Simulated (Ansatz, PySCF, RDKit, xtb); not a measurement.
Noncovalent pair: C2H4 (SMILES C=C) (first 6 atoms) with C2H2 (SMILES C#C); geometry from A24 set.
(charge 0, multiplicity 1):
```xyz
10

H     -0.924     1.232    -1.685
H      0.924     1.232    -1.685
H      0.924    -1.232    -1.685
H     -0.924    -1.232    -1.685
C      0.000     0.667    -1.685
C      0.000    -0.667    -1.685
H      0.000    -1.668     1.815
H      0.000     1.668     1.815
C      0.000    -0.603     1.815
C      0.000     0.603     1.815
```

Monomers are frozen at their geometry in the pair; levels with a basis set take the counterpoise correction. RDKit's UFF carries no charges.

Programs: Ansatz (a first-principles code); PySCF for the dispersion terms; RDKit for the force fields; xtb for the GFN methods. 

### Question
One of these levels gives 2.38 kcal/mol for the interaction energy. Which one is it?
A. UFF
B. GFN2-xTB
C. BHLYP/def2-TZVPPD
D. PBE-D3(BJ)/def2-TZVPPD

### Answer
C, BHLYP/def2-TZVPPD. The others give -0.91 (UFF), -0.41 (GFN2-xTB), 0.64 (PBE-D3(BJ)/def2-TZVPPD)
